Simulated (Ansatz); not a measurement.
Reaction (SMILES): C(=N)=O + 4 [H][H] (H2) → C (CH4) + N (NH3) + O (H2O)
B3LYP-D3(BJ)/def2-TZVP geometries, fixed; electronic energies without zero-point terms.

Basis-set convergence of the energy of full hydrogenation at HF with Ansatz (a first-principles code). Cartesian d functions, on some or all atoms, in 6-31G*, 6-31+G*; all else is spherical. No added dispersion term, no relativity. Functions are those of the species that has most. Reference: the value in pcseg-4, -80.97 kcal/mol, itself unsure by roughly 0.07 kcal/mol (its mean distance from aug-pcseg-3, aug-cc-pVQZ, cc-pV5Z). Deviations are taken from unrounded values.

```csv
basis,functions,energy of full hydrogenation (kcal/mol),minus reference (kcal/mol)
STO-3G,16,-112.50,-31.53
6-31G,29,-97.88,-16.91
pcseg-0,29,-92.89,-11.93
6-31G*,47,-76.68,4.29
cc-pVDZ,47,-79.73,1.24
6-31+G*,59,-81.34,-0.38
6-311+G**,72,-83.59,-2.62
aug-pcseg-1,78,-81.92,-0.95
"6-311++G(2d,2p)",91,-84.20,-3.23
pcseg-2,104,-81.68,-0.71
def2-QZVPPD,225,-80.96,0.00
aug-cc-pVQZ,286,-80.95,0.02
aug-pcseg-3,304,-80.96,0.00
```
